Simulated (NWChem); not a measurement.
pyrazine (C$_{4}$H$_{4}$N$_{2}$); SMILES c1cnccn1

Computed with NWChem. Pople sets run with spherical d functions. Coordinates come from a PBE0/def2-SVP optimisation. Total energies compare along this basis series because the functional is fixed.

```csv
level,basis functions,energy (Ha),highest occupied level (eV),orbital gap (eV)
Hartree-Fock/STO-3G,34,-259.3797,-8.69,14.67
Hartree-Fock/3-21G,62,-261.1945,[?],[?]
Hartree-Fock/6-31G*,92,-262.6801,-9.70,12.35
Hartree-Fock/6-31+G*,116,-262.6879,-9.86,11.73
Hartree-Fock/6-311G**,132,-262.7378,-9.78,12.23
Hartree-Fock/6-311++G**,160,-262.7424,-9.85,10.98
```

### Question
Fill in the missing entries.

### Answer

- Hartree-Fock/3-21G, highest occupied level (eV): -10.11
- Hartree-Fock/3-21G, orbital gap (eV): 12.95
